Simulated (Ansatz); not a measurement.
One change: `CCC(C)(C)S` becomes `CC(C)(F)S`.

Ansatz, PBE0-D4/def2-TZVP geometries, multiplicity 1. Each molecule was computed in one conformer, which needn't be the lowest.

```
                                          property  `CCC(C)(C)S`
               HOMO energy (B3LYP/def2-TZVPP) / eV         -6.47
           HOMO–LUMO gap (ωB97M-V/def2-TZVPP) / eV         11.24
size of the dipole moment (ωB97M-V/def2-TZVPP) / D          1.63
    size of the dipole moment (PBE/def2-TZVPP) / D          1.64
               LUMO energy (B3LYP/def2-TZVPP) / eV          0.34
              HOMO–LUMO gap (PBE0/def2-TZVPP) / eV          7.32
```

Question: What does the change do to each property? (An estimate is asked.)

Answer: Ansatz gave: 
```tsv
property	`CC(C)(F)S`	shift
HOMO energy (B3LYP/def2-TZVPP) / eV	-6.81	-0.34
HOMO–LUMO gap (ωB97M-V/def2-TZVPP) / eV	11.24	0.00
size of the dipole moment (ωB97M-V/def2-TZVPP) / D	2.62	0.99
size of the dipole moment (PBE/def2-TZVPP) / D	2.53	0.89
LUMO energy (B3LYP/def2-TZVPP) / eV	-0.16	-0.50
HOMO–LUMO gap (PBE0/def2-TZVPP) / eV	7.17	-0.15
```

With PBE0 the HOMO falls by 0.35 eV and the LUMO falls by 0.50 eV, so the gap narrows by about 0.15 eV. PBE moves the HOMO by -0.30 eV and ωB97M-V by -0.34 eV. Dipoles are sizes alone; their direction can turn.

B3LYP here is the variant with VWN-RPA as its local correlation; programs differ in this.
